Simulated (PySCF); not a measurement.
methoxymethyl fluoride, C₂H₅FO, SMILES COCF, point group C1.

Force field and properties: PBE0/pcSseg-1 (PySCF, grid level 2). Vibrational terms come from second-order perturbation theory with semi-diagonal cubic constants, by steps of ±0.6 along the normal coordinates of each isotopologue. The parent has the commonest isotopes.

Equilibrium geometry (Å):

```
atom        x        y        z
  C1   1.1597  -0.1988  -0.0908
  O2   0.1630   0.8041  -0.0700
  C3  -1.1012   0.3278   0.1146
  F4  -1.5267  -0.4120  -0.9747
  H5   1.1281  -0.8038   0.8283
  H6   1.0438  -0.8564  -0.9602
  H7   2.1218   0.3139  -0.1496
  H8  -1.7642   1.1918   0.2146
  H9  -1.1699  -0.3426   0.9870
```

(1) Give the equilibrium and ground-state rotational constants (MHz) of parent; ²H at 5; ²H at 8; ¹³C at 3, ²H at 5; ²H at 7.

(2) How is the parent's vibrational correction B0 − Be made up?

(3) And its quartic centrifugal distortion constants from the harmonic force field?

A mode lies under 250 cm⁻¹, where this perturbation treatment is rough. Internal rotors are held in one well.

Results:

(1) 
| species | Ae | Be | Ce | A0 | B0 | C0 | Δ0 (u Å²) | harmonic ZPE (cm⁻¹) |
| --- | --- | --- | --- | --- | --- | --- | --- | --- |
| parent | 17812 | 5663.6 | 4828.2 | 17827 | 5572.2 | 4766.8 | -13.024 | 16147 |
| ²H at 5 | 16828 | 5419.3 | 4698.3 | 16864 | 5328.4 | 4635.7 | -15.796 | 15447 |
| ²H at 8 | 16535 | 5591.4 | 4679 | 16541 | 5501.9 | 4620.4 | -13.028 | 15382 |
| ¹³C at 3, ²H at 5 | 16600 | 5394.4 | 4669.5 | 16635 | 5304.7 | 4608 | -15.976 | 15397 |
| ²H at 7 | 17663 | 5299 | 4560.1 | 17650 | 5219.6 | 4505.7 | -13.291 | 15429 |

Δ0 = Ic − Ia − Ib from the ground-state constants.

(2) 
| axis | harmonic | Coriolis | cubic | total (MHz) |
| --- | --- | --- | --- | --- |
| a | 56.6 | -60.4 | 18.7 | 14.8 |
| b | 12.9 | -6.37 | -97.9 | -91.4 |
| c | 5.62 | -4.51 | -62.6 | -61.5 |

(3) Asymmetric top, A reduction, Ir representation: ΔJ = 7.44 kHz, ΔJK = -45.9 kHz, ΔK = 153 kHz, δJ = 2.26 kHz, δK = 17.4 kHz.
